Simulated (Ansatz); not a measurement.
Reaction: C2H7O+ (SMILES C[OH+]C) → C2H7O+ (SMILES C([OH2+])C)
Each species at its own B3LYP-D3(BJ)/def2-TZVP minimum (Ansatz, an electronic-structure program).

Property: isomerisation energy (electronic), in kcal/mol. Radicals and triplets start from unrestricted determinants; spin-orbit coupling is neglected. CBS(X,Y): correlation extrapolated as X^-3, Hartree-Fock from the larger set. A bracket is a step between two methods taken in the basis named. Functionals run without relativity, which enters their misses. Double hybrids freeze cores in their MP2 part. 'core' is core correlation in cc-pwCVTZ, 'X2C' scalar relativity in cc-pVTZ-DK, both at CCSD(T).

CCSD(T)/CBS(cc-pVTZ,cc-pVQZ) + [CCSDT(Q) - CCSD(T)]/cc-pVDZ + core + X2C (Ansatz) gives -8.4 kcal/mol.

### Question
How far off this value is PBE/def2-TZVPD (Ansatz), in which direction, and which of these levels come nearer: r2SCAN/def2-TZVPD, B3LYP/def2-TZVPD, PBE0/def2-TZVPD, B2PLYP/def2-TZVPD, CCSD(T)/CBS(cc-pVTZ,cc-pVQZ) + core + X2C?

### Answer
PBE gives -9.3 kcal/mol, 0.9 kcal/mol below it. Differences of the others: r2SCAN/def2-TZVPD (Ansatz) -0.6; B3LYP/def2-TZVPD (Ansatz) 1.2; PBE0/def2-TZVPD (Ansatz) -0.8; B2PLYP/def2-TZVPD (Ansatz) 1.0; CCSD(T)/CBS(cc-pVTZ,cc-pVQZ) + core + X2C (Ansatz) 0.0 kcal/mol. Nearer than PBE: r2SCAN/def2-TZVPD, PBE0/def2-TZVPD, CCSD(T)/CBS(cc-pVTZ,cc-pVQZ) + core + X2C.
